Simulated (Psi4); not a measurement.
# [NH2]− (SMILES [NH2-]) at 3 levels

Wanted: a comparison of 3 runs (HF/STO-3G, CAM-B3LYP/pcseg-2, FNO-QCISD(T)/6-31G**) of [NH2]−. 

Program for the calculation: Psi4 1.11.

5 further runs of the same task are left out: 5 that didn't finish.

**1. The structure to begin with**

[NH2]− has 3 atoms, charge -1, and is taken as a singlet. SMILES: `[NH2-]`. The shape is that of a PBE0-D4/def2-TZVPD optimisation.

Bond lengths: N1–H2 1.027 Å, N1–H3 1.027 Å. Angles: H2–N1–H3 101.8°.

**2. The energy at HF/STO-3G (run 1)**

h2n.xyz reads:

```xyz
3
H2N
N      0.342200    -0.203000     0.168700
H      0.125500     0.801200     0.156000
H     -0.467700    -0.598200    -0.324700
```

job.py reads:

```python
import psi4

psi4.set_memory(1600000000)
psi4.set_num_threads(1)
psi4.core.set_output_file('h2n.out', False)

with open('h2n.xyz') as f:
    atoms = ''.join(f.readlines()[2:])
mol = psi4.geometry('-1 1\n' + atoms + 'symmetry c1\nno_reorient\nno_com')

psi4.set_options({
    'puream': True,
    'e_convergence': 1e-09,
    'd_convergence': 1e-08,
    'scf_type': 'pk',
})

energy_value = psi4.energy('scf/STO-3G')
print('E =', round(energy_value, 9))
```

Run with:

```sh
$ python job.py
```

h2n.out:

```text
[...]
  Running in c1 symmetry.
[...]
  Nuclear repulsion =    7.542852415995356
[...]
  Multiplicity = 1
[...]
  Nalpha       = 5
  Nbeta        = 5
[...]
    Number of basis functions: 7
[...]
   @RHF iter   1:   -54.46014770152283   -6.31812e-01   5.51072e-02 DIIS/ADIIS
[...]
   @RHF iter   7:   -54.57791787885631   -1.42109e-12   2.14965e-10 DIIS
[...]
    Orbital Energies [Eh]
    ---------------------
    Doubly Occupied:
       1A    -14.613640     2A     -0.541669     3A     -0.082329
       4A      0.114482     5A      0.198757
[...]
  @RHF Final Energy:   -54.57791787885631
   => Energetics <=
    Nuclear Repulsion Energy =              7.5428524159953563
    One-Electron Energy =                 -94.3927413530409183
    Two-Electron Energy =                  32.2719710581892514
    Total Energy =                        -54.5779178788563115
[...]
 Multipole Moments:
 ------------------------------------------------------------------------------------
     Multipole            Electronic (a.u.)      Nuclear  (a.u.)        Total (a.u.)
 ------------------------------------------------------------------------------------
 L = 1.  Multiply by 2.5417464519 to convert [e a0] to [Debye]
 Dipole X            :         -4.6719896            3.8799857           -0.7920039
 Dipole Y            :          2.7715363           -2.3016864            0.4698498
 Dipole Z            :         -2.3032262            1.9127808           -0.3904455
 Magnitude           :                                                    1.0002383
[...]
```

Standard output:

```text
E = -54.577917879
```

It took 3.3 s on 1 thread of Intel Xeon Platinum 8259CL at 2.50GHz (Skylake/Cascade Lake), shared host; peak memory 0.18 GiB.

**3. Energy and gradient at CAM-B3LYP/pcseg-2 (run 2)**

input.inp reads:

```
memory 1600 mb

molecule system {
  -1 1
  N      0.342200    -0.203000     0.168700
  H      0.125500     0.801200     0.156000
  H     -0.467700    -0.598200    -0.324700
  symmetry c1
  no_reorient
  no_com
}

set globals {
  basis pcseg-2
  puream true
  e_convergence 1e-09
  d_convergence 1e-08
  scf_type pk
  dft_radial_points 99
  dft_spherical_points 590
}

e, wfn = gradient('cam-b3lyp', return_wfn=True)
oeprop(wfn, 'MULLIKEN_CHARGES', 'MAYER_INDICES', 'QUADRUPOLE', title='CAM-B3LYP')
```

Run with:

```sh
$ psi4 input.inp input.out -n 1
```

input.out:

```text
[...]
  Running in c1 symmetry.
[...]
  Nuclear repulsion =    7.542852415995356
[...]
  Multiplicity = 1
[...]
  Nalpha       = 5
  Nbeta        = 5
[...]
    Number of basis functions: 58
[...]
   @RKS iter   1:   -55.47803810791351   -1.63294e-01   1.64305e-02 ADIIS/DIIS
[...]
   @RKS iter  11:   -55.88947797242087   -3.33955e-13   1.63503e-09 DIIS
[...]
    Orbital Energies [Eh]
    ---------------------
    Doubly Occupied:
       1A    -14.015933     2A     -0.544913     3A     -0.182922
       4A     -0.038946     5A      0.034017
[...]
  @RKS Final Energy:   -55.88947797242087
   => Energetics <=
    Nuclear Repulsion Energy =              7.5428524159953563
    One-Electron Energy =                 -93.5334804999411347
    Two-Electron Energy =                  35.7268690236661115
    DFT Exchange-Correlation Energy =      -5.6257189121411999
    Empirical Dispersion Energy =           0.0000000000000000
    VV10 Nonlocal Energy =                  0.0000000000000000
    Total Energy =                        -55.8894779724208703
[...]
  -Total Gradient:
     Atom            X                  Y                   Z
    ------   -----------------  -----------------  -----------------
       1       -0.000515696710     0.000314242801    -0.000253337056
       2        0.000279201894    -0.000114073645     0.000143184776
       3        0.000236580560    -0.000200219951     0.000110194557
[...]
 Multipole Moments:
 ------------------------------------------------------------------------------------
     Multipole            Electronic (a.u.)      Nuclear  (a.u.)        Total (a.u.)
 ------------------------------------------------------------------------------------
 L = 1.  Multiply by 2.5417464519 to convert [e a0] to [Debye]
 Dipole X            :         -4.8962206            3.8799857           -1.0162349
 Dipole Y            :          2.9045531           -2.3016864            0.6028667
 Dipole Z            :         -2.4137693            1.9127808           -0.5009885
 Magnitude           :                                                    1.2834216
 L = 2.  Multiply by 1.3450342976 to convert [e a0^2] to [Debye ang]
 Quadrupole XX       :        -12.8068687            3.7646145           -9.0422542
 Quadrupole XY       :          1.2181782           -0.3783095            0.8398687
[...]
  Mulliken Charges: (a.u.)
   Center  Symbol    Alpha    Beta     Spin     Total
       1     N     3.98989  3.98989  0.00000 -0.97978
       2     H     0.50506  0.50506  0.00000 -0.01011
       3     H     0.50506  0.50506  0.00000 -0.01011
   Total alpha =  5.00000, Total beta =  5.00000, Total charge = -1.00000
  Mayer Bond Indices:
[...]
```

It took 20 s on 1 thread of Intel Xeon Platinum 8259CL at 2.50GHz (Skylake/Cascade Lake), shared host; peak memory 0.53 GiB.

**4. The energy at FNO-QCISD(T)/6-31G(d,p) (Cartesian functions) (run 3)**

job.dat reads:

```
memory 1600 MB

molecule geom {
  -1 1
  N      0.342200    -0.203000     0.168700
  H      0.125500     0.801200     0.156000
  H     -0.467700    -0.598200    -0.324700
}

set globals {
  basis       6-31G**
  reference   rhf
  scf_type    pk
  freeze_core true
}

energy("fno-qcisd(t)")
```

Run with:

```sh
$ psi4 -i job.dat -o job.out -n 1
```

job.out:

```text
[...]
  Running in cs symmetry.
[...]
  Nuclear repulsion =    7.542852415995356
[...]
  Multiplicity = 1
[...]
  Nalpha       = 5
  Nbeta        = 5
[...]
    Number of basis functions: 25
[...]
   @RHF iter   1:   -55.30884367626037   -4.47770e-01   3.02484e-02 DIIS/ADIIS
[...]
   @RHF iter  11:   -55.48376725806438   -7.81597e-14   9.05026e-10 DIIS
[...]
    Orbital Energies [Eh]
    ---------------------
    Doubly Occupied:
       1Ap   -15.139509     2Ap    -0.695149     3Ap    -0.225547
       4Ap    -0.076546     1App    0.002373
[...]
  @RHF Final Energy:   -55.48376725806438
   => Energetics <=
    Nuclear Repulsion Energy =              7.5428524159953563
    One-Electron Energy =                 -93.7844828428955566
    Two-Electron Energy =                  30.7578631688358151
    Total Energy =                        -55.4837672580643897
[...]
 Multipole Moments:
 ------------------------------------------------------------------------------------
     Multipole            Electronic (a.u.)      Nuclear  (a.u.)        Total (a.u.)
 ------------------------------------------------------------------------------------
 L = 1.  Multiply by 2.5417464519 to convert [e a0] to [Debye]
 Dipole X            :          0.4378446           -0.9370214           -0.4991768
 Dipole Y            :         -0.2342654            0.5013879            0.2671225
 Dipole Z            :          0.0000000            0.0000000            0.0000000
 Magnitude           :                                                    0.5661554
[...]
      * MP2 total energy:                    -55.668899836739
[...]
      * MP2 total energy:                    -55.668899836739
[...]
      * MP3 total energy:                    -55.679175525742
[...]
      * QCISD total energy:                  -55.682161940029
[...]
```

It took 5.1 s on 1 thread of Intel Xeon Platinum 8259CL at 2.50GHz (Skylake/Cascade Lake), shared host; peak memory 0.2 GiB.

**5. The series**

```
run                                       level      task         integration grid  energy (Eh)  HOMO energy (eV)  LUMO energy (eV)  HOMO–LUMO gap (eV)  wall time
  1                                   HF/STO-3G    energy                        –   -54.577918              5.41             30.92               25.51      3.3 s
  2                           CAM-B3LYP/pcseg-2  gradient  99 radial × 590 angular   -55.889478              0.93              7.16                6.24       20 s
  3  FNO-QCISD(T)/6-31G** (Cartesian functions)    energy                        –   -55.685539              0.06             14.30               14.24      5.1 s
```

**6. Outcome**

| quantity | value |
| --- | --- |
| run 3: total energy | -55.68554 Eh |
| run 3: HOMO energy (Hartree–Fock orbitals) | 0.06 eV |
| run 3: LUMO energy (Hartree–Fock orbitals) | 14.30 eV |
| run 3: HOMO–LUMO gap (to an unbound level, set by the basis) | 14.24 eV |
| run 3: correlation energy (1 core orbital frozen) | -201.8 mEh |
| run 3: T1 diagnostic | 0.006 |

**Reading.** In runs 1, 2, 3 the HOMO lies above zero, so the outermost electron may be held by the basis alone. In run 1 the basis is minimal, so the values are rough. All runs together took 29 s, the longest 20 s.
